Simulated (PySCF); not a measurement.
**Solver options tried on MgH**

Aim: find out which solver settings change the answer for MgH.

Program: PySCF 2.14.0. Level of theory: method and basis as typed in the scripts. These are calculated values, not measurements.

1 further run of the same task is left out (it didn't finish).

**1. The system as given**

MgH: 2 atoms, charge 0, spin multiplicity 2.

Bond lengths: Mg1–H2 1.675 Å.

**2. The base run**

Input file input.py:

```python
from pyscf import gto, scf, cc

mol = gto.M(
    atom='Mg 0 0 0; H 0 0 1.675',
    basis='def2-svp',
    charge=0,
    spin=1,
    verbose=4,
)
mf = scf.UHF(mol)
mf.kernel()
mycc = cc.CCSD(mf, frozen=1)
mycc.kernel()
mycc.ccsd_t()
mf.dip_moment()
print('orbital energies (hartree):', [e[max(0, n-3):n+3].round(4) for e, n in zip(mf.mo_energy, mol.nelec)])
```

Run with:

```console
$ OMP_NUM_THREADS=1 python input.py
```

Its log is not repeated here.

In short: E(SCF) = -200.075945 Eh, 9 cycles, E(CCSD) − E(SCF) = -0.04006 Eh, (T) = -0.00057 Eh, ⟨S²⟩ = 0.758, μ = 1.28 D (of the SCF density).

The bond length is a typed value, not an optimised one.

**3. Smearing width 0.001 hartree**

Run 1 changes smearing width: none → 0.001 hartree; step after the SCF: ccsd(t) → none.

Input file input.py:

```python
from pyscf import gto, scf

mol = gto.M(
    atom='Mg 0 0 0; H 0 0 1.675',
    basis='def2-svp',
    charge=0,
    spin=1,
    verbose=4,
)
mf = scf.UHF(mol)
mf = scf.addons.smearing_(mf, sigma=0.001, method='fermi')
mf.kernel()
mf.dip_moment()
print('orbital energies (hartree):', [e[max(0, n-3):n+3].round(4) for e, n in zip(mf.mo_energy, mol.nelec)])
```

Run with:

```console
$ OMP_NUM_THREADS=1 python input.py
```

**4. Initial guess chk**

Run 2 changes initial guess: minao → chk.

Edit input.py of step 2 so:

```diff
@@ -10,2 +10,3 @@
 mf = scf.UHF(mol)
+mf.init_guess = 'chk'
 mf.kernel()
```

**5. Point-group symmetry on**

Run 3 changes point-group symmetry: off → on.

Edit input.py of step 2 so:

```diff
@@ -7,2 +7,3 @@
     spin=1,
+    symmetry=True,
     verbose=4,
```

**6. Second-order solver on**

Run 4 changes second-order solver: off → on.

Edit input.py of step 2 so:

```diff
@@ -10,2 +10,3 @@
 mf = scf.UHF(mol)
+mf = mf.newton()
 mf.kernel()
```

Q: Predict the outcome of this session. Wanted: for each run, E(SCF); from base; gap, α spin; SCF dipole; after the SCF.

As calculated:

```tsv
run	E(SCF) (hartree)	from base (eV)	cycles	gap, α spin (eV)	SCF dipole (D)	after the SCF
base	-200.075945	0	9	8.05	1.28	CCSD(T) correlation -1.106 eV, core frozen
smearing width 0.001 hartree	-200.004139	not comparable	7	n/a	1.05	n/a
initial guess chk	-200.075945	0.0000	9	8.05	1.28	CCSD(T) correlation -1.106 eV, core frozen
point-group symmetry on	-200.075945	0.0000	9	8.05	1.28	CCSD(T) correlation -1.106 eV, core frozen
second-order solver on	-200.075945	0.0000	4 macro	8.05	1.28	CCSD(T) correlation -1.106 eV, core frozen
```

Distance from each run's final energy (log10 hartree) by cycle:

```tsv
run	cycle 1	cycle 2	cycle 3	cycle 5	cycle 8	cycle 12
base	-1.7	-2.2	-3.0	-4.2	-9.3	done
smearing width 0.001 hartree	-1.8	-2.7	-5.0	-8.0	done	done
initial guess chk	-1.7	-2.2	-3.0	-4.2	-9.3	done
point-group symmetry on	-1.7	-2.2	-3.0	-4.2	-9.3	done
second-order solver on	-2.9	-6.6	< -11	done	done	done
```

No change of the SCF energy comes from initial guess chk or point-group symmetry on or second-order solver on. PySCF falls back to minao for a guess that it doesn't know or can't read, so that run repeats the base. With initial guess chk, point-group symmetry on the path hardly changes: 9 cycles against 9.
